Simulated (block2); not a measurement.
**MgNH2 (SMILES [NH2][Mg]), step by step**

We compute a series of 12 runs (DMRG/STO-3G) of H2MgN. The setting varied is the bond dimension. Input form: a Python script.

Program for the calculation: block2 0.5.4.

2 further runs of the same task are left out: 2 set aside as unsound or not needed.

## Step 1: Starting point

The species is MgNH2 (4 atoms), meant as a doublet with charge 0. SMILES: `[NH2][Mg]`. Geometry: relaxed at PBE0-D4/def2-TZVP.

Bond lengths: N1–Mg2 1.898 Å, N1–H3 1.010 Å, N1–H4 1.010 Å. Angles: Mg2–N1–H3 126.3°, Mg2–N1–H4 126.3°, H3–N1–H4 107.4°.

## Step 2: A single-point energy at DMRG/STO-3G (start occupation bias 0.3) (run 1)

dmrg.py

```python
import numpy as np
from pyscf import gto, mcscf, mp, scf
from pyblock2._pyscf.ao2mo import integrals as itg
from pyblock2.driver.core import DMRGDriver, SymmetryTypes

geom = """
N     -0.135800    -0.005100    -0.096000
Mg     1.484600    -0.114400     0.885900
H     -0.988500    -0.510500     0.099100
H     -0.304600     0.569700    -0.909400
"""
mol = gto.M(
    atom=geom,
    basis="sto-3g",
    charge=0,
    spin=1,
    verbose=3,
)
print("nao = %d" % (mol.nao))
mf = scf.ROHF(mol)
mf.conv_tol = 1e-10
mf.max_cycle = 200
mf.kernel()
if not mf.converged:
    mf = mf.newton().run(mf.mo_coeff, mf.mo_occ)
print(f"SCF energy = {mf.e_tot:.10f}")
occ_no, mo = mcscf.addons.make_natural_orbitals(mp.MP2(mf.to_uhf(), frozen=2).run())
mf.mo_coeff = mo
ncas, n_elec, spin, ecore, h1e, g2e, orb_sym = itg.get_rhf_integrals(mf, ncore=2, ncas=14, pg_symm=False, g2e_symm=1)
dmrg = DMRGDriver(scratch="./tmp", symm_type=SymmetryTypes.SU2, stack_mem=1500 << 20, n_threads=1)
idx = dmrg.orbital_reordering(h1e, g2e, method="fiedler")
print("orbital order:", idx.tolist())
h1e = h1e[np.ix_(idx, idx)]
g2e = g2e[np.ix_(idx, idx, idx, idx)]
orb_sym = np.array(orb_sym)[idx]
dmrg.initialize_system(n_sites=ncas, n_elec=n_elec, spin=spin, orb_sym=orb_sym)
mpo = dmrg.get_qc_mpo(h1e=h1e, g2e=g2e, ecore=ecore, iprint=1)
occs = np.array([1.7] * 8 + [1.0] * 1 + [0.3] * 5)[idx]
psi = dmrg.get_random_mps(tag="GS", bond_dim=4, nroots=1, occs=occs)
bond_dims = [4] * 3 + [5] * 4
noises = [0.0001] * 3 + [1e-05] * 4 + [0]
thrds = [1e-07] * 7
e = dmrg.dmrg(mpo, psi, n_sweeps=13, tol=1e-06, bond_dims=bond_dims, noises=noises, thrds=thrds, iprint=1)
ms, dws, es = dmrg.get_dmrg_results()
print("max discarded weight = %.3e" % (dws[-1]))
print(f"final energy = {e:.10f}")
dm1 = dmrg.get_1pdm(psi)
print("NOONs =", np.round(np.linalg.eigvalsh(dm1)[::-1], 5).tolist())
c_act = mf.mo_coeff[:, 2:16][:, idx]
dm_ao = c_act @ dm1 @ c_act.T + 2 * mf.mo_coeff[:, :2] @ mf.mo_coeff[:, :2].T
print("dipole moment (debye) =", np.round(scf.hf.dip_moment(mol, dm_ao, verbose=0), 4).tolist())
print("largest bipartite entropy = %.4f" % (max(dmrg.get_bipartite_entanglement(psi))))
```

Run with:

```bash
python dmrg.py
```

Standard output:

```text
nao = 16
converged SCF energy = -251.93796738271
SCF energy = -251.9379673827
E(UMP2) = -252.00030800131  E_corr = -0.0623406185997682
E(SCS-UMP2) = -252.003981718646  E_corr = -0.0660143359359346
orbital order: [9, 10, 6, 5, 7, 4, 11, 2, 1, 8, 12, 0, 3, 13]
integral symmetrize error =  0.0
integral cutoff error =  0.0
mpo terms =      22190

[... 47 lines left out ...]
Sweep =    9 | Direction = backward | Bond dimension =    5 | Noise =  0.00e+00 | Dav threshold =  1.00e-07
Time elapsed =      1.246 | E =    -251.9862695903 | DE = -2.99e-04 | DW = 3.78041e-04

Sweep =   10 | Direction =  forward | Bond dimension =    5 | Noise =  0.00e+00 | Dav threshold =  1.00e-07
Time elapsed =      1.366 | E =    -251.9862695904 | DE = -1.26e-10 | DW = 3.78018e-04

max discarded weight = 3.780e-04
final energy = -251.9862695904
NOONs = [1.99985, 1.99964, 1.99911, 1.99844, 1.99796, 1.99713, 1.9828, 1.97979, 0.99981, 0.01957, 0.01956, 0.00263, 0.00216, 0.00157]
dipole moment (debye) = [2.8392, -0.1909, 1.7211]
largest bipartite entropy = 0.1151
```

It took 2.6 s on 1 thread of Arm Neoverse V2, shared host; peak memory 0.25 GiB.

## Step 3: A single-point energy at DMRG/STO-3G (start occupation bias 0.3) (run 3)

run_dmrg.py

```python
import numpy as np
from pyscf import gto, mcscf, mp, scf
from pyblock2._pyscf.ao2mo import integrals as itg
from pyblock2.driver.core import DMRGDriver, SymmetryTypes

mol = gto.M(atom="""
N     -0.135800    -0.005100    -0.096000
Mg     1.484600    -0.114400     0.885900
H     -0.988500    -0.510500     0.099100
H     -0.304600     0.569700    -0.909400
""", basis="sto-3g", spin=1, verbose=3, max_memory=2000)
print("nao                      = %d" % (mol.nao))
mf = scf.ROHF(mol)
mf.conv_tol = 1e-10
mf.max_cycle = 200
mf.kernel()
if not mf.converged:
    mf = mf.newton().run(mf.mo_coeff, mf.mo_occ)
print(f"reference energy         = {mf.e_tot:.10f}")
# rotate to MP2 natural orbitals
occ_no, mo = mcscf.addons.make_natural_orbitals(mp.MP2(mf.to_uhf(), frozen=2).run())
mf.mo_coeff = mo
ncas, n_elec, spin, ecore, h1e, g2e, orb_sym = itg.get_rhf_integrals(mf, ncore=2, ncas=14, pg_symm=False, g2e_symm=1)
dmrg = DMRGDriver(scratch="./tmp", symm_type=SymmetryTypes.SU2, stack_mem=1500 << 20, n_threads=1)
# orbital ordering
idx = dmrg.orbital_reordering(h1e, g2e, method="fiedler")
print("orbital order:", idx.tolist())
h1e = h1e[np.ix_(idx, idx)]
g2e = g2e[np.ix_(idx, idx, idx, idx)]
orb_sym = np.array(orb_sym)[idx]
dmrg.initialize_system(n_sites=ncas, n_elec=n_elec, spin=spin, orb_sym=orb_sym)
mpo = dmrg.get_qc_mpo(h1e=h1e, g2e=g2e, ecore=ecore, iprint=1)
occs = np.array([1.7] * 8 + [1.0] * 1 + [0.3] * 5)[idx]
psi = dmrg.get_random_mps(tag="GS", bond_dim=10, nroots=1, occs=occs)
bond_dims = [10] * 3 + [20] * 4
noises = [0.0001] * 3 + [1e-05] * 4 + [0]
thrds = [1e-07] * 7
e = dmrg.dmrg(mpo, psi, n_sweeps=13, tol=1e-06, bond_dims=bond_dims, noises=noises, thrds=thrds, iprint=1)
ms, dws, es = dmrg.get_dmrg_results()
print("max discarded weight     = %.3e" % (dws[-1]))
print("total energy             = %.10f" % (e))
dm1 = dmrg.get_1pdm(psi)
print("occupation numbers       =", np.round(np.linalg.eigvalsh(dm1)[::-1], 5).tolist())
c_act = mf.mo_coeff[:, 2:16][:, idx]
dm_ao = c_act @ dm1 @ c_act.T + 2 * mf.mo_coeff[:, :2] @ mf.mo_coeff[:, :2].T
print("dipole / D               =", np.round(scf.hf.dip_moment(mol, dm_ao, verbose=0), 4).tolist())
print("max block entropy        = %.4f" % (max(dmrg.get_bipartite_entanglement(psi))))
```

Run with:

```bash
python run_dmrg.py
```

Standard output:

```text
nao                      = 16
converged SCF energy = -251.93796738271
reference energy         = -251.9379673827
E(UMP2) = -252.00030800131  E_corr = -0.0623406185997682
E(SCS-UMP2) = -252.003981718646  E_corr = -0.0660143359359346
orbital order: [9, 10, 6, 5, 7, 4, 11, 2, 1, 8, 12, 0, 3, 13]
integral symmetrize error =  0.0
integral cutoff error =  0.0
mpo terms =      22190

[... 47 lines left out ...]
Sweep =    9 | Direction = backward | Bond dimension =   20 | Noise =  0.00e+00 | Dav threshold =  1.00e-07
Time elapsed =      3.142 | E =    -252.0151054013 | DE = -3.50e-05 | DW = 5.26883e-05

Sweep =   10 | Direction =  forward | Bond dimension =   20 | Noise =  0.00e+00 | Dav threshold =  1.00e-07
Time elapsed =      3.500 | E =    -252.0151054890 | DE = -8.77e-08 | DW = 5.27251e-05

max discarded weight     = 5.273e-05
total energy             = -252.0151054890
occupation numbers       = [1.99962, 1.99837, 1.99778, 1.99757, 1.99195, 1.98932, 1.97676, 1.97573, 1.0007, 0.02229, 0.02187, 0.01322, 0.00979, 0.00502]
dipole / D               = [2.5978, -0.1746, 1.5749]
max block entropy        = 0.1534
```

Wall time 4.8 s (1 thread of Arm Neoverse V2, shared host); peak memory 0.25 GiB.

Runs 4 to 11 aren't shown in full; the table further down has their settings and results.

## Step 4: The quartet: the energy at DMRG/STO-3G (start occupation bias 0.3) (run 12)

job.py

```python
import numpy as np
from pyscf import gto, mcscf, mp, scf
from pyblock2._pyscf.ao2mo import integrals as itg
from pyblock2.driver.core import DMRGDriver, SymmetryTypes

mol = gto.M(atom="""
N     -0.135800    -0.005100    -0.096000
Mg     1.484600    -0.114400     0.885900
H     -0.988500    -0.510500     0.099100
H     -0.304600     0.569700    -0.909400
""", basis="sto-3g", spin=3, verbose=4)
print("nao                      = %d" % (mol.nao))
mf = scf.ROHF(mol)
mf.conv_tol = 1e-10
mf.max_cycle = 200
mf.kernel()
if not mf.converged:
    mf = mf.newton().run(mf.mo_coeff, mf.mo_occ)
print(f"E(SCF)                   = {mf.e_tot:.10f}")
occ_no, mo = mcscf.addons.make_natural_orbitals(mp.MP2(mf.to_uhf(), frozen=2).run())
mf.mo_coeff = mo
ncas, n_elec, spin, ecore, h1e, g2e, orb_sym = itg.get_rhf_integrals(mf, ncore=2, ncas=14, pg_symm=False, g2e_symm=1)
driver = DMRGDriver(scratch="./tmp", symm_type=SymmetryTypes.SU2, stack_mem=1500 << 20, n_threads=1)
idx = driver.orbital_reordering(h1e, g2e, method="fiedler")
print("orbital order:", idx.tolist())
h1e = h1e[np.ix_(idx, idx)]
g2e = g2e[np.ix_(idx, idx, idx, idx)]
orb_sym = np.array(orb_sym)[idx]
driver.initialize_system(n_sites=ncas, n_elec=n_elec, spin=spin, orb_sym=orb_sym)
mpo = driver.get_qc_mpo(h1e=h1e, g2e=g2e, ecore=ecore, iprint=1)
occs = np.array([1.7] * 7 + [1.0] * 3 + [0.3] * 4)[idx]
ket = driver.get_random_mps(tag="GS", bond_dim=25, nroots=1, occs=occs)
bond_dims = [25] * 3 + [50] * 4
noises = [0.0001] * 3 + [1e-05] * 4 + [0]
thrds = [1e-07] * 7
e = driver.dmrg(mpo, ket, n_sweeps=13, tol=1e-06, bond_dims=bond_dims, noises=noises, thrds=thrds, iprint=2)
ms, dws, es = driver.get_dmrg_results()
print("DW                       = %.3e" % (dws[-1]))
print("E(final)                 = %.10f" % (e))
dm1 = driver.get_1pdm(ket)
print("natural occupations      =", np.round(np.linalg.eigvalsh(dm1)[::-1], 5).tolist())
c_act = mf.mo_coeff[:, 2:16][:, idx]
dm_ao = c_act @ dm1 @ c_act.T + 2 * mf.mo_coeff[:, :2] @ mf.mo_coeff[:, :2].T
print("dipole / D               =", np.round(scf.hf.dip_moment(mol, dm_ao, verbose=0), 4).tolist())
print("max block entropy        = %.4f" % (max(driver.get_bipartite_entanglement(ket))))
csf, coef = driver.get_csf_coefficients(ket, cutoff=0.08, iprint=1)
print(f"c0^2                     = {np.max(np.abs(coef)) ** 2:.4f}")
```

Run with:

```bash
python job.py
```

Standard output:

```text
[INPUT] verbose = 4
[... 186 lines left out ...]
 <-- Site =    4-   5 .. Mmps =   50 Ndav =   5 E =   -251.6948993421 Error = 3.70e-07 FLOPS = 2.45e+09 Tdav = 0.01 T = 0.07
[... 89 lines left out ...]
 <-- Site =    2-   3 .. Mmps =   50 Ndav =   3 E =   -251.6987822266 Error = 1.87e-06 FLOPS = 1.87e+09 Tdav = 0.00 T = 0.04
[... 84 lines left out ...]
 <-- Site =    5-   6 .. Mmps =   50 Ndav =   3 E =   -251.6987950591 Error = 3.87e-06 FLOPS = 3.33e+09 Tdav = 0.03 T = 0.11
 <-- Site =    4-   5 .. Mmps =   50 Ndav =   3 E =   -251.6987934798 Error = 4.48e-06 FLOPS = 3.10e+09 Tdav = 0.02 T = 0.09
 <-- Site =    3-   4 .. Mmps =   50 Ndav =   3 E =   -251.6987880464 Error = 2.60e-06 FLOPS = 2.82e+09 Tdav = 0.02 T = 0.07
 <-- Site =    2-   3 .. Mmps =   50 Ndav =   3 E =   -251.6987879939 Error = 1.87e-06 FLOPS = 1.63e+09 Tdav = 0.00 T = 0.04
 <-- Site =    1-   2 .. Mmps =   33 Ndav =   2 E =   -251.6987806024 Error = 3.76e-20 FLOPS = 6.06e+08 Tdav = 0.00 T = 0.03
 <-- Site =    0-   1 .. Mmps =   10 Ndav =   1 E =   -251.6987806024 Error = 7.13e-21 FLOPS = 1.93e+08 Tdav = 0.00 T = 0.01
[... 8 lines left out ...]
DW                       = 6.673e-06
E(final)                 = -251.6988124720
natural occupations      = [1.99958, 1.99886, 1.99786, 1.9973, 1.99028, 1.97818, 1.97547, 1.00053, 0.99979, 0.99735, 0.02665, 0.02563, 0.00837, 0.00416]
dipole / D               = [-2.7414, 0.1855, -1.6605]
max block entropy        = 0.1717
DTRIE T =      0.002
Number of CSF =          1 (cutoff =      0.08)
Sum of weights of included CSF =    0.960134641850163

CSF          0 0220-202--2220  =   -0.979864603835735
c0^2                     = 0.9601
```

It took 12 s on 1 thread of Arm Neoverse V2, shared host; peak memory 0.26 GiB.

Run 13 isn't shown in full; the table further down has it.

## Step 5: The quartet: the energy at DMRG/STO-3G (start occupation bias 0.3) (run 14)

job.py

```python
import numpy as np
from pyscf import gto, mcscf, mp, scf
from pyblock2._pyscf.ao2mo import integrals as itg
from pyblock2.driver.core import DMRGDriver, SymmetryTypes

mol = gto.M(atom="""
N     -0.135800    -0.005100    -0.096000
Mg     1.484600    -0.114400     0.885900
H     -0.988500    -0.510500     0.099100
H     -0.304600     0.569700    -0.909400
""", basis="sto-3g", charge=0, spin=3, verbose=3)
print("basis functions         : %d" % (mol.nao))
mf = scf.ROHF(mol)
mf.conv_tol = 1e-10
mf.max_cycle = 200
mf.kernel()
if not mf.converged:
    mf = mf.newton().run(mf.mo_coeff, mf.mo_occ)
print(f"reference energy        : {mf.e_tot:.10f}")
occ_no, mo = mcscf.addons.make_natural_orbitals(mp.MP2(mf.to_uhf(), frozen=2).run())
mf.mo_coeff = mo
ncas, n_elec, spin, ecore, h1e, g2e, orb_sym = itg.get_rhf_integrals(mf, ncore=2, ncas=14, pg_symm=False, g2e_symm=1)
dmrg = DMRGDriver(scratch="./tmp", symm_type=SymmetryTypes.SU2, stack_mem=1500 << 20, n_threads=1)
idx = dmrg.orbital_reordering(h1e, g2e, method="fiedler")
print("orbital order:", idx.tolist())
h1e = h1e[np.ix_(idx, idx)]
g2e = g2e[np.ix_(idx, idx, idx, idx)]
orb_sym = np.array(orb_sym)[idx]
dmrg.initialize_system(n_sites=ncas, n_elec=n_elec, spin=spin, orb_sym=orb_sym)
mpo = dmrg.get_qc_mpo(h1e=h1e, g2e=g2e, ecore=ecore, iprint=0)
occs = np.array([1.7] * 7 + [1.0] * 3 + [0.3] * 4)[idx]
psi = dmrg.get_random_mps(tag="GS", bond_dim=50, nroots=1, occs=occs)
bond_dims = [50] * 3 + [100] * 4
noises = [0.0001] * 3 + [1e-05] * 4 + [0]
thrds = [1e-07] * 7
e = dmrg.dmrg(mpo, psi, n_sweeps=13, tol=1e-06, bond_dims=bond_dims, noises=noises, thrds=thrds, iprint=2)
ms, dws, es = dmrg.get_dmrg_results()
print("DW                      : %.3e" % (dws[-1]))
print("E(final)                : %.10f" % (e))
dm1 = dmrg.get_1pdm(psi)
print("natural occupations     :", np.round(np.linalg.eigvalsh(dm1)[::-1], 5).tolist())
c_act = mf.mo_coeff[:, 2:16][:, idx]
dm_ao = c_act @ dm1 @ c_act.T + 2 * mf.mo_coeff[:, :2] @ mf.mo_coeff[:, :2].T
print("dipole moment (debye)   :", np.round(scf.hf.dip_moment(mol, dm_ao, verbose=0), 4).tolist())
print("largest bipartite entropy: %.4f" % (max(dmrg.get_bipartite_entanglement(psi))))
csf, coef = dmrg.get_csf_coefficients(psi, cutoff=0.05, iprint=1)
print(f"c0^2                    : {np.max(np.abs(coef)) ** 2:.4f}")
```

Run with:

```bash
python job.py
```

Standard output:

```text
basis functions         : 16
[... 76 lines left out ...]
 --> Site =   10-  11 .. Mmps =   50 Ndav =   1 E =   -251.6829540300 Error = 2.43e-09 FLOPS = 1.70e+09 Tdav = 0.00 T = 0.02
[... 66 lines left out ...]
 <-- Site =    1-   2 .. Mmps =  100 Ndav =   1 E =   -251.6990363485 Error = 8.51e-10 FLOPS = 1.32e+09 Tdav = 0.00 T = 0.05
[... 61 lines left out ...]
 --> Site =    7-   8 .. Mmps =  100 Ndav =   3 E =   -251.6990423416 Error = 1.18e-07 FLOPS = 4.51e+09 Tdav = 0.13 T = 0.60
 --> Site =    8-   9 .. Mmps =  100 Ndav =   2 E =   -251.6990417578 Error = 2.45e-08 FLOPS = 4.39e+09 Tdav = 0.05 T = 0.18
 --> Site =    9-  10 .. Mmps =  100 Ndav =   1 E =   -251.6990415771 Error = 5.18e-19 FLOPS = 3.49e+09 Tdav = 0.01 T = 0.08
 --> Site =   10-  11 .. Mmps =   87 Ndav =   1 E =   -251.6990415771 Error = 3.75e-20 FLOPS = 2.66e+09 Tdav = 0.00 T = 0.05
 --> Site =   11-  12 .. Mmps =   51 Ndav =   1 E =   -251.6990415771 Error = 6.38e-20 FLOPS = 1.55e+09 Tdav = 0.00 T = 0.03
 --> Site =   12-  13 .. Mmps =   23 Ndav =   1 E =   -251.6990415771 Error = 1.72e-20 FLOPS = 3.91e+08 Tdav = 0.00 T = 0.01
[... 8 lines left out ...]
DW                      : 1.253e-06
E(final)                : -251.6990461455
natural occupations     : [1.99958, 1.99885, 1.99785, 1.99729, 1.99017, 1.97805, 1.97542, 1.00037, 0.99978, 0.99706, 0.02695, 0.02574, 0.00848, 0.0044]
dipole moment (debye)   : [-2.7294, 0.1847, -1.6533]
largest bipartite entropy: 0.1724
mps center changed (temporarily)
DTRIE T =      0.001
Number of CSF =          4 (cutoff =      0.05)
Sum of weights of included CSF =    0.970530486638441

CSF          0 0220-202--2220  =    0.979489721400052
CSF          1 0022-202--2220  =   -0.066565936985259
CSF          2 2200-202--2220  =   -0.060838723679149
CSF          3 ++---202--2220  =   -0.054753977430476
c0^2                    : 0.9594
```

Wall time 21 s (1 thread of Arm Neoverse V2, shared host); peak memory 0.31 GiB.

## Step 6: All runs side by side

```
run  bond dimension  bond dims     partner  energy (Eh)  dipole moment (D)  wall time
  1               5     (4, 5)        base  -251.986270               3.33      2.6 s
  3              20   (10, 20)        base  -252.015105               3.04      4.8 s
  4              35   (17, 35)        base  -252.017105               3.00      6.6 s
  5              50   (25, 50)        base  -252.017897               2.99      8.4 s
  6              75   (37, 75)        base  -252.018215               3.00       16 s
  7             100  (50, 100)        base  -252.018268               3.00       19 s
  9              10    (5, 10)  other spin  -251.674101               3.78      3.3 s
 10              20   (10, 20)  other spin  -251.692873               3.42      4.5 s
 11              35   (17, 35)  other spin  -251.698130               3.22      6.6 s
 12              50   (25, 50)  other spin  -251.698812               3.21       12 s
 13              75   (37, 75)  other spin  -251.699022               3.20       16 s
 14             100  (50, 100)  other spin  -251.699046               3.20       21 s
```

Convergence of the total energy of doublet MgNH2 with the bond dimension, against the last point:

```csv
bond dimension,from the last (mEh),wall time
5,+31.999,2.6 s
20,+3.163,4.8 s
35,+1.163,6.6 s
50,+0.371,8.4 s
75,+0.053,16 s
100,+0.000,19 s
```

Convergence of the dipole moment (of the density that the program reports) of doublet MgNH2 with the bond dimension, against the last point:

```
bond dimension  from the last (D)  wall time
             5            +0.3304      2.6 s
            20            +0.0477      4.8 s
            35            +0.0078      6.6 s
            50            -0.0011      8.4 s
            75            +0.0001       16 s
           100            +0.0000       19 s
```

## Step 7: Results

| quantity | value |
| --- | --- |
| quartet, run 14: total energy | -251.69905 Eh |
| quartet, run 14: dipole moment (of the density that the program reports) | 3.20 D |
| vertical energy of the quartet above the doublet (run 3, bond dimension 20) | 8.768 eV |
| vertical energy of the quartet above the doublet (run 4, bond dimension 35) | 8.680 eV |
| vertical energy of the quartet above the doublet (run 5, bond dimension 50) | 8.683 eV |
| vertical energy of the quartet above the doublet (run 6, bond dimension 75) | 8.686 eV |
| vertical energy of the quartet above the doublet (run 7, bond dimension 100) | 8.686 eV |

What this shows: For the total energy of doublet MgNH2 to stay within 10 mEh of the last point, 20 is the first point of the series from which all later ones do (4.8 s against 19 s). For the total energy of doublet MgNH2 to stay within 2 mEh of the last point, 35 is the first point of the series from which all later ones do (6.6 s against 19 s). For the dipole moment (of the density that the program reports) of doublet MgNH2 to stay within 0.1 D of the last point, 20 is the first point of the series from which all later ones do (4.8 s against 19 s). For the dipole moment (of the density that the program reports) of doublet MgNH2 to stay within 0.02 D of the last point, 35 is the first point of the series from which all later ones do (6.6 s against 19 s). In runs 1, 3, 4, 5, 6, 7, 9, 10 and more the basis is minimal, so the values are rough. All runs together took 2 min, the longest 21 s.
